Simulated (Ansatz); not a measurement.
System: antiferromagnetic (type II) rock-salt MnO. Method: PBE+U in Ansatz (plane waves, PAW).

Settings: plane-wave cutoff 520 eV, 14×14×14 k mesh, U_eff Mn 3.9 eV, spin-polarised with opposed moments, scalar-relativistic PAW data made under PBE.

Computed at the level's own relaxed cell.

Q: Predict the Voigt–Reuss–Hill bulk modulus, Voigt–Reuss–Hill shear modulus (Hill average), Young modulus and Poisson ratio.

A: 
Voigt–Reuss–Hill bulk modulus: 139 GPa
Voigt–Reuss–Hill shear modulus (Hill average): 59.5 GPa
Young modulus: 156 GPa
Poisson ratio: 0.312

Elastic constants are with the ions relaxed.

The computed numbers hold no vibrational or temperature effects.

It cost very roughly 40 core-minutes of CPU time.

Ansatz is an electronic-structure program.
